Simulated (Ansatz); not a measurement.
We consider hcp Ti, described by LDA (PAW; Ansatz, a program for electronic structure).

A perfect cell of 2 atoms has -4900.6020 eV. A cell of 36 sites with one atom taken out, atoms relaxed at the host's volume, has -85758.3725 eV. Energies are extrapolated to zero smearing.

Defect cell: Settings: plane-wave cutoff 500 eV, 5×5×5 k mesh, Fermi–Dirac smearing 0.1 eV, cell of 36 sites, scalar-relativistic PAW data made under PBE.

Perfect cell: Numerical settings: plane-wave cutoff 500 eV, 15×15×10 k mesh (along the axes of the cell as run), Fermi–Dirac smearing 0.1 eV, scalar-relativistic PAW data made under PBE.

Task: Work out the vacancy formation energy.

Result: E_f = E(35) − 35 × E_bulk per atom = -85758.3725 − 35 × (-4900.6020/2) = 2.16 eV. Before relaxation the value is 2.25 eV.

Measured, for comparison: vacancy formation energy 1.27 ± 0.05 eV (not corrected to a static lattice, monovacancy; as tabulated in Hashimoto et al. (1984), doi:10.1088/0305-4608/14/10/004).

The cell is finite, so the vacancy feels its images.

Note: energies are extrapolated to zero smearing, and mesh and cell size move such values by some hundredths of an eV or more.
